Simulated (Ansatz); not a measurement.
# Worked example: ideal-gas entropy of CH2ClF (chlorofluoromethane)

A singlet with charge 0, relaxed at PBE0-D4/def2-TZVP (Ansatz 0.2.0):

```xyz
5

F    -0.9705    0.5605    0.7665
C     0.0836    0.0893    0.0581
Cl   -0.4230   -1.2329   -0.9981
H     0.8321   -0.3026    0.7456
H     0.4777    0.8857   -0.5721
```

Harmonic wavenumbers in cm⁻¹: 388, 770, 1011, 1112, 1259, 1375, 1499, 3095, 3171.

Masses in u: F 18.998, C 12.011, Cl 35.45, H 1.008. Take T = 298.15 K, p = 1 bar, R = 8.3145 J/(mol K), kT/hc = 207.22 cm⁻¹, rigid rotor and harmonic oscillator.

Problem. Work out S° at 298 K.

Solution. 
1. Translation (Sackur–Tetrode): S = R[3/2 ln M + 5/2 ln T − 1.1517] with M = 68.475 gives 161.6 J/(mol K).
2. Rotation: principal moments 11.884, 88.915, 97.499 u Å² give A, B, C = 1.4185, 0.1896, 0.1729 cm⁻¹; the symmetry number is σ = 1; q = (√π/σ)√((kT/hc)³/ABC) = 24518; S = R(ln q + 3/2) = 96.5.
3. Vibration: with u = ν̃/207.22, each mode gives R[u/(eᵘ − 1) − ln(1 − e⁻ᵘ)]; the sum is 6.1, most from 388 cm⁻¹ (4.2), 770 cm⁻¹ (1.0), 1011 cm⁻¹ (0.4).
4. Electronic: R ln 1 = 0.0, from the spin multiplicity alone.
5. Sum: 161.6 + 96.5 + 6.1 + 0.0 = 264.2 J/(mol K).

The tabulated value is 264.4 J/(mol K) (CRC Handbook of Chemistry and Physics): the model is off by -0.2.
